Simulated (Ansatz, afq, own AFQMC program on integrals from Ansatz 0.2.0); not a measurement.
Integrals from Ansatz 0.2.0, then the random walk in our own AFQMC program (afq).

```yaml
crystal:
  periodic: [false, false, false]
  atoms:
    - {symbol: Al, position_ang: [0.000000, -0.084877, 0.620504]}
    - {symbol: N, position_ang: [0.000000, 0.035620, -1.143535]}
    - {symbol: H, position_ang: [0.000000, 1.349999, 1.353786]}
    - {symbol: H, position_ang: [0.000000, 0.427096, -2.073077]}
basis:
  gaussian: {orbitals: cc-pVDZ}
magnetization: {spin_polarized: true, initial_magnetization: 2}
correlation: {method: ccsd_t, electrons: outside_noble_gas, hamiltonian_folder: ham}
```

```sh
$ ansatz run in.yaml --threads 1 --pin off --events-out ev --progress --plain --max-ram 15360MiB --backend cuda --devices 0, --max-vram 18GiB
```

afq runs on the folder ham with

```
--method phaseless --trial hf --walkers 4000 --populations 20 --least-time 40 --time-step 0.005 --steps-per-block 20 --equilibration-blocks 112 --max-blocks 4000 --target-error 0.0009500 --factor-cut 1e-05 --start spin_pure --seed 9597 --taylor-order 6
```

Times are imaginary, in 1/Eh. The walk had a cap of 49 s. With eight or more populations the least sampling time is a fifth of least-time, and the error comes from their spread.

Log:

```
orbitals 36  electrons 6 4  factors 267 of 404
reference energy -297.46363981 Eh
CCSD correlation -0.20791126 Eh in 12 cycles, weight of the determinant in the CISD state 0.9024
energy of the start -297.464013 Eh
 block  time / (1/Eh)  mean weight  energy / Eh
     1     0.100  1.0010  -297.515920
     2     0.200  1.0014  -297.552658
     3     0.300  1.0012  -297.580017
     4     0.400  1.0014  -297.603249
     5     0.500  1.0013  -297.618549
    10     1.000  1.0005  -297.652540
    25     2.500  1.0000  -297.667685
    29     2.900  1.0000  -297.671645
    49     4.900  1.0006  -297.676815
    69     6.900  1.0001  -297.678776
    85     8.500  1.0001  -297.682011
    89     8.900  0.9998  -297.677926
   109    10.900  1.0001  -297.676225
   129    12.900  1.0004  -297.672504
   149    14.900  1.0000  -297.678159
   169    16.900  1.0004  -297.677198
   189    18.900  1.0000  -297.678576
error from the spread of 20 populations
energy -297.676698 +/- 0.000900 Eh
(rows thinned)
```

The run passed its tests (sampling time, drift between the halves within three errors, error under three times the target), which doesn't prove that it has relaxed.

Against this walk (error 24.5 meV) on the same determinant: CCSD(T) 4.6 meV higher (within the noise), CCSDT(Q) 38.1 meV lower (within the noise), a separate phaseless walk with a CISD trial and standard settings 24.6 ± 24.6 meV lower (within the noise). The error is statistical and leaves out the bias of the constraint.

Cautions: constraint bias not in the error; another spin lies lower.

The walk took 28 s on 1 × NVIDIA H100 80GB HBM3 with 2 threads of AMD EPYC 7R13 Processor (Zen 3), with other jobs on the host (the card was shared). The log's last line is the phaseless energy.

CCSDT and higher add their correlation energy to the determinant of the CCSD(T) run, since their own runs factorise the integrals more tightly (a shift of under 2 meV). A walk keeps the symmetry of its determinant, which the program's search chose and which needn't be the lowest solution, so a lower state of the same spin and another symmetry isn't excluded.
